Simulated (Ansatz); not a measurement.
## What a trial cell of ZrCd2 relaxes into

All numbers below come from DFT PBE, scalar-relativistic, plane waves, PAW (Ansatz).

ZrCd2 was placed on the MoSi2 (C11b) structure type (I4/mmm, No. 139), with Zr in place of Mo, Cd in place of Si, at a guessed volume.

Input of the last, converged step (default PAW datasets):

```yaml
crystal:
  lattice:
    - [-1.6070825719, 1.6070825719, 6.2713276128]
    - [1.6070825719, -1.6070825719, 6.2713276128]
    - [1.6070825719, 1.6070825719, -6.2713276128]
  atoms:
    - { symbol: Zr, position: [0.0, 0.0, 0.0] }
    - { symbol: Cd, position: [0.6683148748, 0.6683148748, 0.0] }
    - { symbol: Cd, position: [0.3316851252, 0.3316851252, 0.0] }
basis:
  ecutwfc: 420
kpoints:
  mp_grid: { grid: [20, 20, 20] }
hamiltonian:
  xc: pbe
scf:
  occupations: { method: gaussian, width: 0.1 }
output:
  forces: true
  stress: true
  eigenvalues: true
relax:
  adjacent_minimum: "off"
  f_tol: 0.01
  max_steps: 80
  cell: { stress_tol: 0.05 }
```

Launched as:

```bash
ansatz run input.yaml --threads 1 --pin off --max-ram 2560MiB --backend cpu --events-out ev --progress --plain --runs-dir out
```

It took 3.3 min on 1 thread of Intel(R) Xeon(R) 6975P-C (Granite Rapids) (shared host), peak memory 1.2 GiB.

The program printed at the end:

```
SCF converged after 5 iterations
Free energy (F): -20693.113898 eV
Harris-Foulkes:  -20693.113898 eV  (|F-HF|=1.46e-11)
Internal energy: -20693.105119 eV  (E = F + TS)
E sigma→0 (E₀):  -20693.109509 eV
Entropy (-TS):   -0.008779 eV (-2.926 meV/atom)
Fermi energy:    14.638318 eV
--- Per-component energies (eV) ---
  E_band       = -866.557423
  E_kinetic    = 1341.731342
  E_local      = -6898.146115  (includes V_loc(G=0)·N_el)
  E_nonlocal   = 143.366204
  E_hartree    = 3168.295235
  E_xc         = -516.588931
  E_vxc        = -636.259211  (∫ρ·V_xc dr)
  E_paw        = -11116.356802  (= ΣΔE_a)
  E_vpaw       = -1153.839939  (= ΣTr[D̂ρ^β])
  E_aug_tail   = 0.000050  (compensation charges beyond the density's cutoff)
  E_ewald      = -6815.406103
  E_smearing   = -0.008779  (= −TS)
  E_closure    =  0.000000  (closes the sum)
  Σ components = -20693.113898   (vs F -20693.113898, Δ=0.00e0)
--- Forces (eV/Å), atoms counted from 1 ---
  atom   1  Zr     0.00000000     0.00000000     0.00000000
  atom   2  Cd     0.00000000     0.00000000     0.00017984
  atom   3  Cd     0.00000000     0.00000000    -0.00017984
  max |Σ_I F_I| component: 8.67e-18 eV/Å
--- Stress (GPa, compression-positive) ---
       -0.002589       0.000000       0.000000
        0.000000      -0.002589       0.000000
        0.000000       0.000000      -0.009761
  P = ⅓ Tr σ = -0.0050 GPa (-0.050 kbar)
--- Relaxed structure (6 steps of the walk, 5 accepted, 1 SCFs on fresh bases) ---
  F+E_penalty+E_count = -20693.11389847 eV   max|allowed force component| = 1.798e-4 eV/Å   (the final SCF, on the basis selected at the relaxed cell)
  cell:  # Å, volume = 64.8490 Å³
    - [-1.579105, 1.579105, 6.501612]
    - [1.579105, -1.579105, 6.501612]
    - [1.579105, 1.579105, -6.501612]
  atoms:
    - { symbol: Zr, position: [0.000000, 0.000000, 0.000000] }
    - { symbol: Cd, position: [0.667412, 0.667412, 0.000000] }
    - { symbol: Cd, position: [0.332588, 0.332588, 0.000000] }
```

Absolute energies hang on the potentials; compare differences alone.

The result has space group I4/mmm (No. 139). Zr has 8 Cd at 3.12 Å and 4 Zr at 3.16 Å; Cd is coordinated by 8 Cd at 3.10–3.16 Å and 4 Zr at 3.12 Å.

Against the elements it lies at -0.12 eV/atom. The zero of energy is the elements' standard structures at the same level; no fitted shifts are applied.

The k mesh leaves about 4 meV/atom of noise in metals.

Symmetry constrained the relaxation, so the result can be a saddle point.